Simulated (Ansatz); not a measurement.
## Forces on a displaced structure

CH$_{3}$AlSi, closed shell, displaced at random from a GFN2-xTB minimum.

Al1  (-0.743, 0.241, -0.888)
C2  (0.752, -0.924, -0.477)
Si3  (1.186, -0.591, 1.145)
H4  (-2.095, -0.064, -1.606)
H5  (-0.777, 1.819, -0.690)
H6  (1.674, -0.438, 2.509)
(Å)

Program: Ansatz 0.2.0. Basis: def2-TZVPP. Cores are frozen in the correlated methods.

CCSD(T) forces from the calculation:
```tsv
atom	Fx	Fy	Fz (eV/Å)
Al1	0.007	0.626	-0.066
C2	0.281	0.248	1.400
Si3	-0.872	0.038	-1.811
H4	-0.182	-0.701	-0.127
H5	0.396	0.021	0.173
H6	0.370	-0.232	0.431
```

Q: Which atom feels the largest CCSD(T) force, and how large is it?

A: Si3, 2.01 eV/Å, along (-0.43, 0.02, -0.90).

Root-mean-square difference of the force components from those of CCSD(T): PBE0-D4 0.310; wB97M-V 0.405; r2SCAN-D4 0.225; PBE-D4 0.158; r2SCAN0-D4 0.366; BLYP-D4 0.095 eV/Å.

The T1 diagnostic stays at or below 0.024. The restricted Hartree–Fock reference is unstable towards an unrestricted one here. These are differences at one structure, and CCSD(T) in triple zeta is itself an approximation.

For scale, one of the runs: CCSD(T)/def2-TZVPP forces, 157 basis functions (an equivalent command: `ansatz run in.yaml --threads 4`). The run took 28 s on 4 CPU threads (shared host), with 1.9 GiB of host memory at its peak.
